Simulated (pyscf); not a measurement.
Optimised with ωB97X-D3(BJ)/def2-SVP in PySCF.

Problem. Estimate the classical barrier height and the reaction energy of HO–SiH(Cl)–Cl (SMILES O[SiH](Cl)Cl) + H• (SMILES [H]) -> Cl–SiH•–Cl (SMILES Cl[SiH]Cl) + H₂O (SMILES O) at ωB97M-D3(BJ)/def2-TZVP. The step runs on the doublet surface, breaks O–Si and forms H–O; take the separated reactants as zero.

Solution. ΔE‡ = 30.7 kcal/mol, ΔE = +11.0 kcal/mol. Zero-point energy shifts the barrier by +0.7 kcal/mol. It is a substitution at O, with an imaginary mode of 1897i cm⁻¹. On the product side the descent ends in a complex (not fully relaxed), 5.1 kcal/mol under the separated species and 28.2 kcal/mol under the saddle at ωB97X-D3(BJ)/def2-TZVP. At ωB97X-D3(BJ) the barrier from the zero used here is 34.2 kcal/mol. This is the saddle that the search found; another between the same sides may lie lower. The angle at the attacked O is 142°.
